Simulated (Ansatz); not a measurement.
# BH₄S+ (SMILES B[SH2+]): one structure at several levels

The task here is to estimate one member of a computed series from the others.

Program: Ansatz 0.2.0, Gaussian basis. Level of theory: single points in def2-TZVPP. These are calculated values, not measurements.

Cores are frozen in the correlated methods.

## The system as given

SMILES `B[SH2+]`, 6 atoms, charge 1, spin multiplicity 1.

Atoms are counted from 1 here; the program's logs count them from 0.

Bond lengths: B1–S2 1.935 Å, B1–H3 1.145 Å, B1–H4 1.153 Å, S2–H5 1.342 Å, S2–H6 1.351 Å. Angles: S2–B1–H3 108.5°, S2–B1–H4 113.8°, H3–B1–H4 137.6°, B1–S2–H5 96.6°, B1–S2–H6 96.8°, H5–S2–H6 101.1°.

Coordinates:

```xyz
6

B     0.09725   -0.90445    0.06241
S     0.55840    0.97270   -0.02012
H    -1.02089   -1.01456   -0.15562
H     0.97582   -1.58566    0.36857
H    -0.20680    1.27251   -1.08079
H    -0.23396    1.37796    0.99593
```

The first run:

Contents of run/in.yaml:

```yaml
crystal:
  periodic: [false, false, false]
  atoms:
    - {symbol: B, position_ang: [0.097250, -0.904447, 0.062414]}
    - {symbol: S, position_ang: [0.558400, 0.972702, -0.020119]}
    - {symbol: H, position_ang: [-1.020891, -1.014557, -0.155624]}
    - {symbol: H, position_ang: [0.975819, -1.585663, 0.368575]}
    - {symbol: H, position_ang: [-0.206795, 1.272506, -1.080793]}
    - {symbol: H, position_ang: [-0.233957, 1.377960, 0.995932]}
basis:
  gaussian: {orbitals: def2-TZVPP}
total_charge: 1
hamiltonian: {xc: pbe, dispersion: d4}
output: {forces: true}
```

The run is started by

```bash
$ ansatz run in.yaml --threads 2 --pin off --events-out ev --progress --plain --max-ram 3481MiB
```

Among the steps run: PBE-D4/def2-TZVPP; r2SCAN-D4/def2-TZVPP; PBE0-D4/def2-TZVPP; wB97M-V/def2-TZVPP; CCSD(T)/def2-TZVPP.

One table of the session follows, with a row left open; its other results are not shown here.

```
   method  RMS force component (eV/Å)  angle to CCSD(T) forces (°)
   PBE-D4                       0.615                         15.7
r2SCAN-D4                           ?                            ?
  PBE0-D4                       0.514                          8.6
  wB97M-V                       0.447                          5.6
  CCSD(T)                       0.480                    reference
```

Q: Estimate the row for r2SCAN-D4 from the others.

**Answer.** RMS force component (eV/Å): 0.516; angle to CCSD(T) forces (°): 8.0. In the column «RMS force component (eV/Å)» it lies between PBE0-D4 (0.514) and PBE-D4 (0.615).
